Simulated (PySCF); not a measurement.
# H3OP (PH3O): the cost of one run

Computed with PySCF 2.14.0, with density-fitted response routines of our own, on a single molecule in the gas phase. Atoms count from 0, in the outputs and in this text.

## (1) The starting structure

5 atoms, charge 0, multiplicity 1; geometry from: GFN2-xTB. The atoms were then displaced at random by about 0.01 Å, so the start is not that level's minimum.

Bonds of the start (Å): O0–P1 1.49, P1–H2 1.39, P1–H3 1.41, P1–H4 1.39.

## (2) Optimising the geometry at PBE0-D3(BJ)/def2-SVP

Job settings and geometry (Å):

```
{"job": {"xc": "PBE0", "basis": "def2-SVP", "d3": "d3bj", "grid": 1, "shake": 0.01, "kind": "geom"}, "charge": 0, "multiplicity": 1}
O      1.143780    -0.829660     0.631140
P      0.043890    -0.038420     0.021460
H     -0.865090     0.534780     0.908570
H      0.489380     1.047780    -0.750470
H     -0.778390    -0.748450    -0.848600
```

On the command line:

```
$ OMP_NUM_THREADS=1 python probes_run.py task.json out
```

The driver reads the jobs from task.json and runs them one after another.

Q: Estimate the wall time and peak memory of this first job on 1 thread of Arm Neoverse V1, shared host.

About 2.2 s, with a peak of 0.26 GiB.
